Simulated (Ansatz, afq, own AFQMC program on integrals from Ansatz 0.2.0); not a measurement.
C₂H, doublet: AFQMC among the cluster methods

```xyz
3

C     0.0000    0.0000    0.5377
C     0.0000    0.0000   -2.1413
H     0.0000    0.0000    1.6037
```

Connectivity, by distances: CH ··· C.

Basis 6-31G. Only valence electrons are correlated. Integrals, coupled cluster, full CI and functionals: Ansatz 0.2.0; the random walks run on the same integrals in our own AFQMC program. ph-AFQMC/CISD is guided by a CISD state made of CCSD amplitudes; releasing the constraint for a short imaginary time cuts its bias at the price of noise, slowly where states lie close. ± is one standard error of the sampling.

Determinant: UHF, the one that the program's search chose, which needn't be the lowest solution. The geometry is a point of a scan.

Full CI on the same integrals is exact in this basis and with this determinant's frozen core.

Cautions: unrestricted determinant spin contaminated (⟨S²⟩ 2.66 against 0.75); the next higher spin lies close (full CI puts it 104 meV above); CCSDT(Q) on the ROHF determinant differs (97 meV higher), perhaps since the unrestricted series falls towards higher spin; walk and cluster series may follow different spin states.

The T1 diagnostic is 0.0325. The weight of the determinant in the CISD state is 0.881, the ⟨S²⟩ of the determinant is 2.659 and the size of the correlated space is 9 electrons in 18 orbitals.

Reference: full CI, correlation energy -2.551 eV. The released energy is read at 2.40 1/Eh (meV from the phaseless value at times in 1/Eh: -13 ± 4 at 0.24, -19 ± 4 at 0.51, -30 ± 4 at 0.99, -30 ± 4 at 1.62, -19 ± 7 at 2.40). The cautions show a poor starting determinant, so the rows tell how each method copes with it here, and full CI is the sure value.

```json
{"level": "HF", "E − E(reference) (kcal/mol)": "58.83", "share of correlation (%)": "0.00"}
{"level": "MP2", "E − E(reference) (kcal/mol)": "22.50", "share of correlation (%)": "61.76"}
{"level": "CCSD", "E − E(reference) (kcal/mol)": "4.49", "share of correlation (%)": "92.37"}
{"level": "CCSD(T)", "E − E(reference) (kcal/mol)": "3.33", "share of correlation (%)": "94.34"}
{"level": "CCSDT", "E − E(reference) (kcal/mol)": "1.32", "share of correlation (%)": "97.76"}
{"level": "CCSDT(Q)", "E − E(reference) (kcal/mol)": "1.02", "share of correlation (%)": "98.27"}
{"level": "CCSDTQ", "E − E(reference) (kcal/mol)": "0.58", "share of correlation (%)": "99.02"}
{"level": "ph-AFQMC/CISD", "E − E(reference) (kcal/mol)": "0.72 ± 0.09", "share of correlation (%)": "98.78"}
{"level": "released AFQMC", "E − E(reference) (kcal/mol)": "0.27 ± 0.15", "share of correlation (%)": "99.55"}
```

CCSDT and higher add their correlation energy to the determinant of the CCSD(T) run, since their own runs factorise the integrals more tightly (a shift of under 2 meV). Released energies are given only where the last usable release times agree within the noise; a slower fall can still hide under it.
